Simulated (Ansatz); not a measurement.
A made-up structure of B2H2F, doublet:

| atom | x (Å) | y (Å) | z (Å) |
| --- | --- | --- | --- |
| B1 | -0.6316 | 0.2801 | -0.2199 |
| B2 | 0.8932 | -0.3960 | 0.3110 |
| F3 | 2.1349 | -0.9467 | 0.7434 |
| H4 | -0.8025 | 1.6073 | -0.1842 |
| H5 | -1.5940 | -0.5448 | -0.6503 |

It is relaxed with PBE-D4/def2-SVP and then PBE0-D4/def2-TZVP (Ansatz 0.2.0). Atoms count as bonded within 1.22 times the sum of their covalent radii (H–H: 0.88 Å). The end point is not checked to be a true minimum.

**Question.** Does its bonding change? (Judge from chemistry; the calculation decides.)

**Answer.** Computed: No: no bond forms or breaks.

Where it ends: The first stage lowers the energy by 0.93 eV in 5 steps. It ends as B₂H₂F ([BH2][B][F]):
| atom | x (Å) | y (Å) | z (Å) |
| --- | --- | --- | --- |
| B1 | -0.5640 | 0.2501 | -0.1964 |
| B2 | 0.7974 | -0.3536 | 0.2777 |
| F3 | 1.9062 | -0.8452 | 0.6638 |
| H4 | -0.7163 | 1.4351 | -0.1644 |
| H5 | -1.4233 | -0.4865 | -0.5807 |

Labels in which every atom is bracketed show which atoms are joined, not bond orders.

For scale, one of the runs: PBE0-D4/def2-TZVP relaxation, 105 basis functions, launched by `ansatz run in.yaml --threads 2 --pin off --events-out ev --progress --plain --max-ram 4352MiB`. Hardware: 2 CPU threads of an Arm Neoverse V1, shared host. Wall time about 7.5 s.
